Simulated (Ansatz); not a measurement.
Task: a composite energy at a relaxed geometry of CH5OSi (charge -1), SMILES CO[SiH2-], with Ansatz 0.2.0 through its Python package. Give the script and its output. Level of theory (for the species named): B3LYP, def2-SVP basis, multiplicity 1.

| atom | x (Å) | y (Å) | z (Å) |
| --- | --- | --- | --- |
| C | 1.0444 | 0.0913 | -0.1036 |
| O | 0.0461 | -0.8036 | -0.5691 |
| Si | -1.5336 | -0.5274 | -0.1228 |
| H | 0.8684 | 1.1090 | -0.4705 |
| H | 1.1027 | 0.0874 | 0.9909 |
| H | 2.0105 | -0.2446 | -0.4933 |
| H | -1.9254 | 0.8249 | -0.5899 |
| H | -1.6131 | -0.5370 | 1.3584 |

`composite.py`:
```python
# -*- coding: utf-8 -*-
'''Relax CH5OSi(-) cheaply, then refine its energy.'''

from dataclasses import dataclass

import ansatz as az
import numpy as np


@dataclass(frozen=True)
class Settings:
    basis: str = 'def2-SVP'
    xc: str = 'B3LYP'
    charge: int = -1


cfg = Settings()


def main():
    molecule = (
        az.Crystal.molecule()
        .atom('C', [1.0444, 0.0913, -0.1036])
        .atom('O', [0.0461, -0.8036, -0.5691])
        .atom('Si', [-1.5336, -0.5274, -0.1228])
        .atom('H', [0.8684, 1.109, -0.4705])
        .atom('H', [1.1027, 0.0874, 0.9909])
        .atom('H', [2.0105, -0.2446, -0.4933])
        .atom('H', [-1.9254, 0.8249, -0.5899])
        .atom('H', [-1.6131, -0.537, 1.3584])
    )

    calc = molecule.calculation().basis(gaussian=cfg.basis).functional(cfg.xc).charge(cfg.charge)
    symbols = [site.symbol for site in molecule.cartesian_sites]
    start = np.array([site.position_ang for site in molecule.cartesian_sites], dtype=float)
    rep = calc.relax(force_tolerance=0.01).run(threads=1, backend='cpu').report
    end = np.array(rep['positions_ang'])
    print('final positions (A) and the move of each atom')
    for symbol, xyz, old in zip(symbols, end, start):
        print(f'{symbol:2s} {xyz[0]:10.5f} {xyz[1]:10.5f} {xyz[2]:10.5f}   {np.linalg.norm(xyz - old):7.4f}')

    minimum = az.Crystal.molecule()
    for symbol, place in zip(symbols, end):
        minimum = minimum.atom(symbol, place.tolist())
    at_minimum = minimum.calculation().charge(cfg.charge)
    # MP2 extrapolated to the basis limit, plus the small-basis difference CCSD(T) - MP2
    level = lambda method, basis: at_minimum.basis(gaussian=basis).correlation(method).run(threads=1, backend='cpu').report
    small, large, cluster = level('mp2', 'cc-pVDZ'), level('mp2', 'cc-pVTZ'), level('ccsd_t', 'cc-pVDZ')
    corr = lambda each: (each['free_energy_ev'] - each['reference_energy_ev']) / 27.211386246
    mp2_limit = (27 * corr(large) - 8 * corr(small)) / 19
    pieces = {'HF / cc-pVTZ': large['reference_energy_ev'] / 27.211386246, 'MP2 correlation, DZ-TZ limit': mp2_limit, 'CCSD(T) - MP2 / cc-pVDZ': corr(cluster) - corr(small)}
    for name, value in pieces.items():
        print(f'{name:32s} {value:14.6f} Ha')
    print(f'{"sum":32s} {sum(pieces.values()):14.6f} Ha')
    print('T1 diagnostic', round(cluster['correlation']['coupled_cluster']['t1_diagnostic'], 4))


if __name__ == '__main__':
    main()
```

```console
$ python composite.py
final positions (A) and the move of each atom
C     0.99960    0.05891   -0.11905    0.0574
O     0.07491   -0.84020   -0.59933    0.0555
Si   -1.65478   -0.68136   -0.21100    0.2149
H     0.80803    1.11056   -0.44640    0.0650
H     1.03947    0.10131    0.99739    0.0651
H     2.02829   -0.20207   -0.46638    0.0534
H    -1.79422    0.86506   -0.49116    0.1690
H    -1.50130   -0.41221    1.33604    0.1690
HF / cc-pVTZ                        -404.609670 Ha
MP2 correlation, DZ-TZ limit          -0.605766 Ha
CCSD(T) - MP2 / cc-pVDZ               -0.055310 Ha
sum                                 -405.270746 Ha
T1 diagnostic 0.0124
```

What to keep in mind:
- Total energies depend on the basis set; only differences at equal settings carry meaning.
- The sum leaves out core correlation, relativity, the Hartree-Fock basis error and zero-point energy; a DZ-TZ extrapolation is rough.
- b3lyp holds the VWN-RPA fit, as in Gaussian; the form of ORCA and Turbomole is b3lyp5.
- Inner cores stay frozen, so this is valence correlation.
- For Al to Cl the sets with a tight d function, cc-pV(X+d)Z, are usual.
- An extrapolation from small basis sets is rough.
- Anions want diffuse functions, which this basis lacks.
- Finished in 14 s on 1 thread of Intel(R) Xeon(R) 6975P-C (Granite Rapids), on a shared host, peak memory 0.34 GiB.

(A comment or docstring line of the script was reworded after the run, the code is as it ran.)
